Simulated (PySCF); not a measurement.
Species: C3H7O2P.
Z-matrix (Å and degrees, GFN2-xTB geometry), rows numbered from 1:
```
C 
O   1  1.4240
C   2  1.3306  1  117.18
O   3  1.2007  2  125.56  1     0.33
P   3  1.8453  2  108.54  1  -175.72
C   5  1.8524  3   98.01  2   -59.00
H   1  1.0915  2  110.07  3   -73.76
H   1  1.0911  2  110.01  3    46.34
H   1  1.0869  2  106.41  3   166.51
H   5  1.3954  3   93.26  2  -156.58
H   6  1.0880  5  108.10  3  -169.87
H   6  1.0882  5  111.76  3   -49.13
H   6  1.0883  5  108.72  3    72.24
```

Lines to be assigned: C 1s: 290.77 (area 1), 292.59 (area 1), 294.09 (area 1) eV; O 1s: 537.53 (area 1), 539.47 (area 1) eV; P 1s: 2150.12 eV; P 2p3/2: 136.56 eV.

Method used: PySCF 2.14.0, delta-SCF UKS SCAN, pcX-2 on the ionised atom, pcseg-1 elsewhere, spin-free X2C. Geometry: GFN2-xTB, one conformer, isolated molecule.

Order the carbon atoms by C 1s binding energy.

290.77 eV: C6 (sp3 carbon bound to phosphorus); 292.59 eV: C1 (methoxy carbon); 294.09 eV: C3 (carbonyl carbon). Lowest listed C 1s: C6, bonded to 3 H and P. Highest, 3.32 eV above it: C3, bonded to O (double bond), O and P. Summing the Pauling electronegativity differences to the bonded atoms, each weighted by its formal bond order, gives -1.41 for the lowest site and +2.31 for the highest; no listed site has a larger sum than the highest.

Order the oxygen atoms by O 1s binding energy.

537.53 eV: O4 (carbonyl oxygen); 539.47 eV: O2 (oxygen singly bound to a carbonyl carbon). The listed O 1s values span 1.94 eV, from O4 (bonded to C (double bond)) to O2 (bonded to 2 C). Summing the Pauling electronegativity differences to the bonded atoms, each weighted by its formal bond order, gives -1.78 for the lowest site and -1.78 for the highest; the sum is the same at every site.

Bonded neighbours of each site: C1: O and 3 H; O2: 2 C; C3: O (double bond), O and P; O4: C (double bond); P5: 2 C and H; C6: 3 H and P.

Which photon wavelength matches the O 1s of O4 threshold?

λ = hc/E = 12398.42 eV Å / 537.53 eV = 23.066 Å.

The 2p values aren't plain energy differences: one relaxed spin-free 2p hole is combined with a matrix within the shell (ground-state 2p orbital-energy differences and spin–orbit coupling). 2p3/2, the mean of its two sublevels, lies a third of the splitting below the shell's mean and 2p1/2 two thirds above it; the statistical areas are 2:1. 2p1/2 minus 2p3/2 (ligand field included): P 0.89 eV.
